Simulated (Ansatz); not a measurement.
doublet MgO(+): levels of theory in one basis

```xyz
2

Mg    0.0000    0.0000    0.0000
O     0.0000    0.0000    1.8110
```

Basis set: def2-SVP (spherical functions). Correlated methods keep 2 orbitals frozen. Correlation on ROHF uses semicanonical orbitals with singles. Charge 1, multiplicity 2.

Computed with Ansatz (development build ahead of 0.2.0); each method stands on the lowest determinant of its kind that the runs found.

```
  method  E − E(ROHF) (eV)  <S²> of the determinant
    ROHF              0.00                     0.75
     UHF             -0.11                     0.77
ROHF-MP2             -4.56                        –
 UHF-MP2             -4.57                     0.77
```

Problem. What does ROHF-CCSD(T) give on the same scale?

Solution. -4.98 eV.

Problem. Is a single determinant a sound starting point here?

Solution. By this sign, yes. Unrestricted orbitals gain 0.11 eV and <S²> is 0.77 against 0.75 for a pure state.
